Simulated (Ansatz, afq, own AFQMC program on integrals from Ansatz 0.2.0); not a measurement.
## Where AFQMC and coupled cluster stand for CH₆Si, triplet

```
atom    x (Å)    y (Å)    z (Å)
  Si  -0.9148   0.0000   0.0000
   H  -1.4097   1.3997   0.0000
   H  -1.4097  -0.6999   1.2122
   H  -1.4097  -0.6999  -1.2122
   H   0.7762   0.0000   0.0000
   C   2.0202   0.0000   0.0000
   H   2.4347   0.0000   0.9962
   H   2.4347   0.0000  -0.9962
```

Basis cc-pVDZ. Noble-gas cores (and the filled d shells of Ga–Kr and In–Xe) are frozen. Integrals, coupled cluster, full CI and functionals: Ansatz 0.2.0; the random walks run on the same integrals in our own AFQMC program. The CISD trial takes its coefficients from CCSD amplitudes. Released means that phaseless walkers are propagated on without the constraint, phases kept. Error bars are statistical, one sigma.

Determinant: UHF, the one that the program's search chose, which needn't be the lowest solution. The geometry is a point of a scan.

No full CI on the walks' own integrals is used here; CCSDT(Q) serves as the reference and is uncertain by about the last step of the cluster series.

Cautions: lower spins were not checked.

The T1 diagnostic is 0.0137, the weight of the determinant in the CISD state is 0.870 and the ⟨S²⟩ of the determinant is 2.036. The size of the correlated space is 14 electrons in 56 orbitals.

Reference: CCSDT(Q), correlation energy -7.856 eV. The released energy is read at 2.40 1/Eh (meV from the phaseless value at times in 1/Eh: 1.5 ± 1.9 at 0.24, -2.6 ± 1.9 at 0.51, -5.1 ± 2.5 at 0.99, -4 ± 3 at 1.62, -7 ± 3 at 2.40).

```
         level  E − E(reference) (mEh)  share of correlation (%)
            HF                  288.72                      0.00
           MP2                   57.67                     80.02
          CCSD                    7.56                     97.38
       CCSD(T)                    1.45                     99.50
         CCSDT                    0.26                     99.91
   ph-AFQMC/HF            -0.92 ± 0.96                    100.32
 ph-AFQMC/CISD             0.11 ± 0.09                     99.96
released AFQMC            -0.14 ± 0.11                    100.05
```

A walk keeps the symmetry of its determinant, which the program's search chose and which needn't be the lowest solution, so a lower state of the same spin and another symmetry isn't excluded. Released energies are given only where the last usable release times agree within the noise; a slower fall can still hide under it.
